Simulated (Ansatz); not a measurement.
# CH3B (SMILES B[CH]): UPBE0/STO-3G

What is the energy change on altering one bond length of CH3B at UPBE0/STO-3G? 

The calculation is run with Ansatz 0.2.0.

49 further runs of the same task are left out: 3 that didn't finish, 46 set aside as unsound or not needed.

## 1. Starting point

CH3B: 5 atoms, total charge 0, spin state triplet. As SMILES, `B[CH]`. The coordinates come from a GFN2-xTB relaxation.

Bond lengths: B1–C2 1.463 Å, B1–H3 1.182 Å, B1–H4 1.174 Å, C2–H5 1.068 Å. Angles: B1–C2–H5 150.8°, C2–B1–H3 120.4°, C2–B1–H4 121.9°, H3–B1–H4 117.7°.

## 2. The energy at UPBE0/STO-3G

Input file input.yaml:

```yaml
crystal:
  periodic: [false, false, false]
  atoms:
    - {symbol: B, position_ang: [-0.352450, -0.401400, -0.071360]}
    - {symbol: C, position_ang: [0.507540, 0.779550, -0.141970]}
    - {symbol: H, position_ang: [-0.308550, -1.118250, 0.866820]}
    - {symbol: H, position_ang: [-1.104620, -0.672740, -0.931370]}
    - {symbol: H, position_ang: [1.258080, 1.412850, 0.277880]}
basis:
  gaussian:
    orbitals: STO-3G
total_charge: 0
magnetization:
  spin_polarized: true
  initial_magnetization: 2
hamiltonian:
  xc: {name: PBE0}
accuracy: high
```

The run is started by

```bash
$ ansatz run input.yaml --threads 1 --pin off --max-ram 2610MiB --events-out events.jsonl --progress --plain --runs-dir runs
```

Standard output:

```text
Warning: RAYON_NUM_THREADS=1 ignored (pool sized by the plan → 1); use --threads N
Functional definition: PBE0
  name "PBE0"
  parameter a = 0.25
  parameter kappa = 0.804
  parameter beta = 0.06672455060314922
  exchange = (1 - a)*pbe_x(kappa = kappa, mu = beta*pi^2/3) + a*exact_x
  correlation = pbe_c(beta = beta)
209 factors; integrals over basis functions are off by at most 6.1e-9 eV
mean field evaluation 1: about -1733.6274 eV, gradient 4.6e0 eV
mean field evaluation 2: about -1733.8920 eV, gradient 1.3e0 eV
mean field evaluation 4: about -1733.9172 eV, gradient 2.2e-1 eV
mean field evaluation 8: about -1733.8787 eV, gradient 1.2e-3 eV
mean field evaluation 16: about -1733.8787 eV, gradient 5.5e-8 eV
mean field -1733.87871005 eV, -63.7188673290 hartree, gradient 5.6e-8 eV, S^2 2.006049; 0 other end points of the search recorded, 0 dependent functions left out
reference -1733.87871134 eV, -63.7188673766 hartree; 8, 6 occupied and 5, 7 virtual orbitals, 209 factors
Total energy: -1733.87871134 eV, -63.7188673766 hartree
```

Wall time 1.1 s (1 thread of Arm Neoverse V1, shared host); peak memory 0.11 GiB.

## 3. The distorted shape, same level

Input file run.yaml:

```yaml
crystal:
  periodic: [false, false, false]
  atoms:
    - {symbol: B, position_ang: [-0.567474, -0.696673, -0.053705]}
    - {symbol: C, position_ang: [0.507540, 0.779550, -0.141970]}
    - {symbol: H, position_ang: [-0.523574, -1.413523, 0.884475]}
    - {symbol: H, position_ang: [-1.319644, -0.968013, -0.913715]}
    - {symbol: H, position_ang: [1.258080, 1.412850, 0.277880]}
basis:
  gaussian: {orbitals: STO-3G}
hamiltonian: {xc: pbe0}
magnetization: {spin_polarized: true, initial_magnetization: 2}
total_charge: 0
accuracy: high
```

The run is started by

```bash
$ ansatz run run.yaml --threads 1 --pin off --max-ram 2610MiB --events-out events.jsonl --progress --plain --runs-dir runs
```

Standard output:

```text
Warning: RAYON_NUM_THREADS=1 ignored (pool sized by the plan → 1); use --threads N
Functional definition: PBE0
  name "PBE0"
  parameter a = 0.25
  parameter kappa = 0.804
  parameter beta = 0.06672455060314922
  exchange = (1 - a)*pbe_x(kappa = kappa, mu = beta*pi^2/3) + a*exact_x
  correlation = pbe_c(beta = beta)
206 factors; integrals over basis functions are off by at most 8.4e-9 eV
mean field evaluation 1: about -1732.1883 eV, gradient 5.7e0 eV
mean field evaluation 2: about -1732.4733 eV, gradient 3.4e0 eV
mean field evaluation 4: about -1732.5892 eV, gradient 3.0e-1 eV
mean field evaluation 8: about -1732.5347 eV, gradient 5.7e-3 eV
mean field evaluation 16: about -1732.5347 eV, gradient 1.6e-7 eV
mean field -1732.53474509 eV, -63.6694775280 hartree, gradient 3.8e-8 eV, S^2 2.010221; 0 other end points of the search recorded, 0 dependent functions left out
reference -1732.53474642 eV, -63.6694775769 hartree; 8, 6 occupied and 5, 7 virtual orbitals, 206 factors
Total energy: -1732.53474642 eV, -63.6694775769 hartree
```

Run time: 1.2 s. Hardware: 1 thread of Arm Neoverse V1, shared host; peak memory 0.11 GiB.

## 4. Outcome

Level: UPBE0/STO-3G.

| quantity | value |
| --- | --- |
| first shape: total energy | -63.71887 Eh |
| first shape: ⟨S²⟩ | 2.006 |
| distorted shape: total energy | -63.66948 Eh |
| distorted shape: ⟨S²⟩ | 2.010 |
| energy change with the B1–C2 bond stretched from 1.463 to 1.828 Å | 1.344 eV |

In words: With the B1–C2 bond stretched from 1.463 to 1.828 Å the energy rises by 1.34 eV (130 kJ/mol). The first shape isn't relaxed at this level, so the change isn't measured from a minimum. The minimal basis adds a large error of its own.
